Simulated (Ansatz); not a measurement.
Ansatz input

```yaml
crystal:
  lattice:
    - [0.0, 1.9960965552, 1.9960965552]
    - [1.9960965552, 0.0, 1.9960965552]
    - [1.9960965552, 1.9960965552, 0.0]
  atoms:
    - { symbol: Pt, position: [0.0, 0.0, 0.0], spin: 1.0 }
hamiltonian:
  xc: rpbe
  pseudopotentials:
    kind: paw
    azcp:
      Pt: "pseudopotentials/Pt.paw.azcp"
basis:
  ecutwfc: 420
  fft_grid_basis: typed
kpoints:
  mp_grid: { grid: [22, 22, 22], shift: [0, 0, 0] }
magnetization:
  spin_polarized: true
scf:
  occupations: { method: fermi_dirac, width: 0.05 }
```

Output

```
Engine: ansatz 0.2.0, aarch64-unknown-linux-gnu
Pseudopotentials: kind: paw
Pseudopotential: Pt, paw, valence charge 18, recommended cutoff 420 eV (normal) 
Functional definition: RPBE
  parameter kappa = 0.804
  parameter beta = 0.06672455060314922
  exchange = rpbe_x(kappa = kappa, mu = beta*pi^2/3)
  correlation = pbe_c(beta = beta)
Crystal: 1 atoms, lattice volume = 15.907 Å³
Basis set: ecut = 420 eV, 331 PW (Γ)
Bands: 14, of which v1, the nominal top of the filled ones, is band 9 counted from 1 (8 counted from 0)
Symmetry: 48 space group operations
Space group: Fm-3m (ITA 225), of the structure as read, at distance tolerance 2.5e-5 Å
Magnetic group: BNS 225.116 (UNI 1618), of the structure as read, at distance tolerance 2.5e-5 Å
k-points: 328 of 10648
Non-local potential: Pt, projectors of the file, l = 0: 3, l = 1: 2, l = 2: 2, l = 3: 1
PAW form: soft (Blöchl's): semilocal exchange-correlation on the pseudo side does not see the compensation charge
PAW frozen core: Pt, regenerated for the run's functional, and the local potential with it (the file was generated under x = pbe(κ = 0.804, μ = 0.2195149727645171), c = pbe(β = 0.06672455060314922))
PAW one-centre angular grid: Pt, 590 points (default); XC on 64 Gauss nodes
Initial density: superposition of atomic densities (chi_scale 0.1, normalization cell)
Starting moments: Σ|m| = 1 μB on 1 of 1 site
Initial wavefunctions: pseudopotential atomic-orbital guess
Functional: x = rpbe, c = pbe(β = 0.06672455060314922)
SCF iter   1: F=—  HF=-12536.916535 eV  |F-HF|=—  |Δ(HF+E_count)|=         —  Δρ=6.17e-2 (↑6.17e-2 ↓2.81e-2)  dr2=7.12e-1  dr2_m=1.66e-1  M=0.262 μB ∫|m|=0.262 μB  β_m=0.30  ethr=3.10e-3  ⟨swp⟩=4.8  Hψ=47274  notcnv=0
Mixer restart at iter 1: flushing history
SCF iter   2: F=—  HF=-12536.854453 eV  |F-HF|=—  |Δ(HF+E_count)|=   6.21e-2  Δρ=4.58e-2 (↑4.58e-2 ↓2.13e-2)  dr2=3.86e-1  dr2_m=9.26e-2  M=0.226 μB ∫|m|=0.226 μB  β_m=0.65  ethr=3.10e-3  ⟨swp⟩=1.7  Hψ=15795  notcnv=0  defer=76
SCF iter   3: F=—  HF=-12536.796840 eV  |F-HF|=—  |Δ(HF+E_count)|=   5.76e-2  Δρ=5.25e-3 (↑4.48e-3 ↓5.25e-3)  dr2=2.00e-3  dr2_m=2.32e-3  M=0.082 μB ∫|m|=0.089 μB  β_m=0.82  ethr=2.15e-3  ⟨swp⟩=2.0  Hψ=15127  notcnv=0  defer=326
SCF iter   4: F=—  HF=-12536.796322 eV  |F-HF|=—  |Δ(HF+E_count)|=   5.19e-4  Δρ=2.99e-3 (↑2.99e-3 ↓1.23e-3)  dr2=1.01e-3  dr2_m=5.12e-4  M=0.039 μB ∫|m|=0.043 μB  β_m=0.84  ethr=1.11e-5  ⟨swp⟩=2.0  Hψ=21664  notcnv=0  defer=333
SCF iter   5: F=—  HF=-12536.795843 eV  |F-HF|=—  |Δ(HF+E_count)|=   4.79e-4  Δρ=1.35e-3 (↑5.07e-4 ↓1.35e-3)  dr2=1.39e-4  dr2_m=1.20e-4  M=0.020 μB ∫|m|=0.023 μB  β_m=0.92  ethr=5.62e-6  ⟨swp⟩=2.2  Hψ=13647  notcnv=0  defer=333
SCF iter   6: F=—  HF=-12536.795882 eV  |F-HF|=—  |Δ(HF+E_count)|=   3.89e-5  Δρ=3.45e-4 (↑3.45e-4 ↓2.91e-4)  dr2=6.35e-5  dr2_m=1.46e-7  M=0.001 μB ∫|m|=0.001 μB  β_m=0.83  ethr=7.73e-7  ⟨swp⟩=2.1  Hψ=14513  notcnv=0  defer=333
SCF iter   7: F=—  HF=-12536.795861 eV  |F-HF|=—  |Δ(HF+E_count)|=   2.14e-5  Δρ=9.24e-5 (↑9.24e-5 ↓5.44e-5)  dr2=3.34e-6  dr2_m=6.37e-8  M=0.001 μB ∫|m|=0.001 μB  β_m=0.92  ethr=3.53e-7  ⟨swp⟩=2.7  Hψ=12967  notcnv=0  defer=333
SCF iter   8: F=—  HF=-12536.795859 eV  |F-HF|=—  |Δ(HF+E_count)|=   1.14e-6  Δρ=1.39e-5 (↑1.39e-5 ↓4.03e-6)  dr2=4.39e-8  dr2_m=5.01e-9  M=0.000 μB ∫|m|=0.000 μB  β_m=0.96  ethr=1.85e-8  ⟨swp⟩=2.3  Hψ=12762  notcnv=0  defer=333
SCF iter   9: F=—  HF=-12536.795859 eV  |F-HF|=—  |Δ(HF+E_count)|=   1.17e-8  Δρ=1.37e-6 (↑1.37e-6 ↓8.55e-7)  dr2=5.71e-11  dr2_m=1.71e-10  M=0.000 μB ∫|m|=0.000 μB  β_m=0.98  ethr=2.44e-10  ⟨swp⟩=2.4  Hψ=14024  notcnv=0  defer=333
SCF iter  10: F=-12536.795859 eV  HF=-12536.795859 eV  |F-HF|=1.82e-11  |Δ(HF+E_count)|=  4.00e-11  Δρ=1.20e-7 (↑1.20e-7 ↓9.02e-8)  dr2=6.63e-12  dr2_m=2.02e-13  M=-0.000 μB ∫|m|=0.000 μB  ethr=1.00e-12  ⟨swp⟩=1.0  Hψ=26373  notcnv=0
SCF 1 converged in 10 iterations: F = -12536.795859 eV  dr2 = 6.63e-12
WARN: the starting moments were not kept: the SCF closed with an absolute magnetisation of 2.4e-6 μB, where they sum to 1 μB in size (1 site). That is at most 0.1 of that sum. Measured as dr2_m measures the in/out step, that magnetisation stands 3.1e-12 eV from none, at or under the dr2_threshold of 1.0e-7 eV: it is no larger than a step whose dr2_m would equal this threshold. The system may hold no moment; this SCF shows only that its start led to no more than that. To try another start: raise the starting moments (crystal.atoms[].spin, magnetization.per_species, magnetization.initial_magnetization, or on a non-collinear deck that types none of these the spinor_matrix: blocks that start its atoms; where the total moment is fixed, keep their sum and leave initial_magnetization as it is; typed ones take the place of any that the run laid by itself, positive ones on a crystal's lanthanoids without a Hubbard term where scf.initial_density.shell_occupations: [] is typed) or, if the notice of its spin-set hold's release reads "site moments contracting" or "site moments show no strong build", lengthen the hold (scf.mixing.spin_hold: { on: { confirm: 4 } }; for m-r²SCAN on two components see the key's manual first). Each may lead to a state that holds a moment. A second SCF, from the converged charge density, with the starting moments and any scf.initial_density.shell_occupations laid on it anew, would have followed, and was not run: the deck does not ask for one (magnetization.retry_lost_moments is false, the default). To let it run, set magnetization.retry_lost_moments: true and run the deck again, where that key's refused combinations let it; where memory then withholds it, that run's warning says so.
SCF converged after 10 iterations
Magnetization: -0.0000 μB (9.0000 up, 9.0000 down)
Absolute magnetization: 0.0000 μB (∫|ρ↑−ρ↓|, with the PAW one-centre terms)
Spin contamination: 0.0000 ħ² per cell (⟨S²⟩ above its minimum at these occupations)
Per-site moments (μB) at R_I (Å): [(-2.371093997923324e-6, 1.1644490633201479)]
Free energy (F): -12536.795859 eV
Harris-Foulkes:  -12536.795859 eV  (|F-HF|=1.82e-11)
Internal energy: -12536.779594 eV  (E = F + TS)
E sigma→0 (E₀):  -12536.787727 eV
Entropy (-TS):   -0.016266 eV (-16.266 meV/atom)
Fermi energy:    21.866628 eV
--- Per-component energies (eV) ---
  E_band       = -151.143934
  E_kinetic    = 636.578798
  E_local      = -1531.374106  (includes V_loc(G=0)·N_el)
  E_nonlocal   = 199.180453
  E_hartree    = 567.041950
  E_xc         = -261.637451
  E_vxc        = -302.221790  (∫ρ·V_xc dr)
  E_paw        = -9467.477622  (= ΣΔE_a)
  E_vpaw       = -287.391279  (= ΣTr[D̂ρ^β])
  E_aug_tail   = 0.000207  (compensation charges beyond the density's cutoff)
  E_ewald      = -2679.054502
  E_core_change = -0.037321  (= ΣΔE_core)
  E_smearing   = -0.016266  (= −TS)
  E_closure    = 0.000000  (closes the sum)
  Σ components = -12536.795859   (vs F -12536.795859, Δ=0.00e0)
```
